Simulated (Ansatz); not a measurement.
# Beryllium, hcp under LDA: testing the k-point mesh

How fine must the k-point mesh be for energy and pressure to settle? The geometry was relaxed under LDA beforehand and stays fixed; 8 values are run, from 3×3×2 to 23×23×13. Wanted are the values from which on the energy stays within 10 and 1 meV/atom, and the pressure within 0.5 GPa, of the last run. Within the series other settings stay. Spin polarisation is left out.

Program: Ansatz 0.2.0. Level of theory: DFT LDA, plane waves with PAW, scalar-relativistic. These are calculated values, not measurements.

**1. Starting point**

It takes space group P6_3/mmc (No. 194, hexagonal). The conventional cell has a = 2.230 Å, b = 2.230 Å, c = 3.508 Å, α = 90.00°, β = 90.00°, γ = 120.00°. Be (site symmetry -6m2) has 12 Be at 2.18 to 2.23 Å as nearest neighbours.

As a file:

```cif
data_structure
_symmetry_space_group_name_H-M 'P6_3/mmc'
_symmetry_Int_Tables_number 194
_cell_length_a 2.2295
_cell_length_b 2.2295
_cell_length_c 3.5083
_cell_angle_alpha 90.000
_cell_angle_beta 90.000
_cell_angle_gamma 120.000
_cell_volume 15.10
loop_
_atom_site_label
_atom_site_type_symbol
_atom_site_symmetry_multiplicity
_atom_site_Wyckoff_symbol
_atom_site_fract_x
_atom_site_fract_y
_atom_site_fract_z
_atom_site_occupancy
Be1 Be 2 c 0.33333 0.66667 0.25000 1
```

**2. k-mesh 3×3×2**

The run at 3×3×2.

Contents of input.yaml:

```yaml
crystal:
  lattice:
    - [2.2295160349, 0.0, 0.0]
    - [-1.1147580175, 1.9308175243, 0.0]
    - [0.0, 0.0, 3.5083258361]
  atoms:
    - { symbol: Be, position: [0.3333333333, 0.6666666667, 0.25] }
    - { symbol: Be, position: [0.6666666667, 0.3333333333, 0.75] }
hamiltonian:
  xc: lda
  pseudopotentials:
    kind: paw
    azcp:
      Be: "pseudopotentials/Be.paw.azcp"
basis:
  ecutwfc: 420
  fft_grid_basis: typed
kpoints:
  mp_grid: { grid: [3, 3, 2], shift: [0, 0, 0] }
magnetization:
  spin_polarized: false
scf:
  occupations: { method: fermi_dirac, width: 0.1 }
  lower_state_search: "off"
output:
  stress: true
```

On the command line:

```
$ ansatz run input.yaml --threads 2 --pin off --max-ram 5120MiB --backend cpu --events-out ev --progress --plain --runs-dir out
```

**3. k-mesh 4×4×2**

The run at 4×4×2.

input.yaml: that of step 2 with these lines changed.

```diff
@@ -18,3 +18,3 @@
 kpoints:
-  mp_grid: { grid: [3, 3, 2], shift: [0, 0, 0] }
+  mp_grid: { grid: [4, 4, 2], shift: [0, 0, 0] }
 magnetization:
```

**4. k-mesh 6×6×3**

The run at 6×6×3.

input.yaml: that of step 3 with these lines changed.

```diff
@@ -18,3 +18,3 @@
 kpoints:
-  mp_grid: { grid: [4, 4, 2], shift: [0, 0, 0] }
+  mp_grid: { grid: [6, 6, 3], shift: [0, 0, 0] }
 magnetization:
```

**5. k-mesh 8×8×4**

The run at 8×8×4.

input.yaml: that of step 4 with these lines changed.

```diff
@@ -18,3 +18,3 @@
 kpoints:
-  mp_grid: { grid: [6, 6, 3], shift: [0, 0, 0] }
+  mp_grid: { grid: [8, 8, 4], shift: [0, 0, 0] }
 magnetization:
```

**6. k-mesh 10×10×6**

The run at 10×10×6.

input.yaml: that of step 5 with these lines changed.

```diff
@@ -18,3 +18,3 @@
 kpoints:
-  mp_grid: { grid: [8, 8, 4], shift: [0, 0, 0] }
+  mp_grid: { grid: [10, 10, 6], shift: [0, 0, 0] }
 magnetization:
```

**7. k-mesh 13×13×7**

The run at 13×13×7.

input.yaml: that of step 6 with these lines changed.

```diff
@@ -18,3 +18,3 @@
 kpoints:
-  mp_grid: { grid: [10, 10, 6], shift: [0, 0, 0] }
+  mp_grid: { grid: [13, 13, 7], shift: [0, 0, 0] }
 magnetization:
```

**8. k-mesh 17×17×10**

The run at 17×17×10.

input.yaml: that of step 7 with these lines changed.

```diff
@@ -18,3 +18,3 @@
 kpoints:
-  mp_grid: { grid: [13, 13, 7], shift: [0, 0, 0] }
+  mp_grid: { grid: [17, 17, 10], shift: [0, 0, 0] }
 magnetization:
```

**9. k-mesh 23×23×13**

The run at 23×23×13.

input.yaml: that of step 8 with these lines changed.

```diff
@@ -18,3 +18,3 @@
 kpoints:
-  mp_grid: { grid: [17, 17, 10], shift: [0, 0, 0] }
+  mp_grid: { grid: [23, 23, 13], shift: [0, 0, 0] }
 magnetization:
```

(Steps that only read results are left out.)

What does the calculation give? Wanted: pressure at 23×23×13.

**Answer**, as computed:

```
                                           quantity                        value
      E(σ → 0) stays within 10 meV/atom of 23×23×13              from 13×13×7 on
                   E(σ → 0) stays within 1 meV/atom  not reached before 23×23×13
                      pressure stays within 0.5 GPa                from 8×8×4 on
                               pressure at 23×23×13                    -0.02 GPa
                    CPU time, dearest over cheapest                           11
energy of a separate run on a finer mesh (26×26×15)  -0.2 meV/atom from 23×23×13
```

In words: The far end, 3×3×2, lies +672.9 meV/atom and +10.5 GPa from the yardstick. The energy has not settled to 1 meV/atom before the last mesh. Metals converge slowly, as the Fermi surface must be resolved. A run on a finer mesh agrees with the yardstick to 1 meV/atom. The cell taken over is 7 % smaller than the measured one (8.11 Å³/atom, COD).
